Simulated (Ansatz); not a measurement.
The input, for Ansatz 0.2.0:

```yaml
crystal:
  periodic: [false, false, false]
  atoms:
    - {symbol: Al, position_ang: [0.000000, 0.000000, 0.253900]}
    - {symbol: Ga, position_ang: [0.000000, 0.000000, -2.089700]}
    - {symbol: H, position_ang: [0.000000, 0.000000, 1.835800]}
basis:
  gaussian: {orbitals: 6-31G}
total_charge: 1
magnetization: {spin_polarized: false, initial_magnetization: 4}
correlation: {active_space: {window: {electrons: 6, orbitals: 8}}}
scf: {lower_state_search: full}
output: {forces: true}
```

```sh
$ ansatz run in.yaml --threads 1 --pin off --events-out ev --progress --plain --max-ram 2393MiB
```

Log:

```
420 factors; integrals over basis functions are off by at most 1.4e-4 eV
mean field evaluation 1: about -58909.8936 eV, gradient 6.5e0 eV
mean field evaluation 2: about -58909.9412 eV, gradient 6.6e0 eV
mean field evaluation 4: about -58910.5923 eV, gradient 1.9e0 eV
mean field evaluation 8: about -58910.6248 eV, gradient 1.4e-1 eV
mean field evaluation 16: about -58910.6245 eV, gradient 4.7e-2 eV
mean field evaluation 32: about -58910.1502 eV, gradient 5.0e0 eV
mean field evaluation 64: about -58910.8858 eV, gradient 4.4e-1 eV
mean field evaluation 96: about -58875.2616 eV, gradient 1.9e2 eV
mean field evaluation 128: about -58910.8242 eV, gradient 1.1e0 eV
mean field evaluation 160: about -58885.7970 eV, gradient 1.5e2 eV
mean field -58910.90294862 eV, -2164.9357521175 hartree, gradient 2.9e-6 eV, S^2 6.000000; 11 other end points of the search recorded, 0 dependent functions left out
reference -58910.90294862 eV, -2164.9357521175 hartree; 24, 20 occupied and 20, 24 virtual orbitals, 420 factors
state -58912.13388652 eV, -2164.9809882511 hartree
the calculation of the forces begins
Total energy: -58912.13388652 eV, -2164.9809882511 hartree
Atom 0 at     0.000000     0.000000     0.253900 Å, force     0.000000     0.000000    -0.598399 eV/Å
Atom 1 at     0.000000     0.000000    -2.089700 Å, force    -0.000000    -0.000000    -1.460156 eV/Å
Atom 2 at     0.000000     0.000000     1.835800 Å, force    -0.000000    -0.000000     2.058555 eV/Å
Dipole moment:    -0.000000    -0.000000     0.792997 e Å
```

Forces (eV/Å):
```
Al   0.000  0.000 -0.598
Ga   0.000  0.000 -1.460
H    0.000  0.000  2.059
```

Ran on 1 thread of Arm Neoverse V2, shared host: 3.7 s wall, 0.16 GiB peak host memory.
